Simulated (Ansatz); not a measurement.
## AsH, triplet: reading a ladder of total energies

Geometry: that of the AsH⁻, quartet, kept fixed.

```xyz
2

As    0.0000    0.0000    0.0000
H     0.0000    0.0000    2.0518
```

Basis aug-cc-pVTZ; Ansatz 0.2.0. Correlated methods freeze the noble-gas cores and the filled d shells of p-block atoms, which leaves 6 electrons in 68 orbitals. Prefix R: restricted or restricted open-shell reference; prefix U: unrestricted. No spin–orbit coupling is included, and no scalar relativity.

Full CI isn't at hand for all of this; UCCSDT(Q) serves as the reference, and is uncertain by the last step of the cluster series or more.

Unrestricted rows (U) aren't spin-pure: their determinants' ⟨S²⟩ exceeds S(S+1) by up to 0.30, so they mix in states of higher spin.

UCCSD has a T1 diagnostic of 0.063 and a largest doubles amplitude of 0.12.

Runs differ by some tens of microhartree through their thresholds and, for an open shell, their frozen cores, so steps under 0.03 kcal/mol mean nothing.

Here the R and U totals at CCSDT(Q) differ by 0.22 kcal/mol, a measure of how far such totals hang on the determinant and its frozen core.

```tsv
level	total energy (hartree)
UHF	-2234.762641
UMP2	-2234.855883
UCCSD	-2234.884899
UCCSD(T)	-2234.890164
UCCSDT	-2234.891468
UCCSDT(Q)	-2234.891671
```

What is the correlation energy at UCCSDT(Q), and what share of it do UMP2 and UCCSD(T) recover?

E(corr) = -2234.891671 − (-2234.762641) = -0.129030 hartree = -3.511 eV. UMP2: -0.093242 / -0.129030 = 72.26 %. UCCSD(T): -0.127523 / -0.129030 = 98.83 %.

By how many kcal/mol does UCCSD(T) miss UCCSDT(Q) (1 hartree = 627.509 kcal/mol), and which steps make up the rest?

-2234.890164 − (-2234.891671) = 0.001507 hartree = 0.95 kcal/mol. Steps: UCCSDT − UCCSD(T) = -0.82, UCCSDT(Q) − UCCSDT = -0.13 kcal/mol. Differences between like states or geometries often cancel part of this.
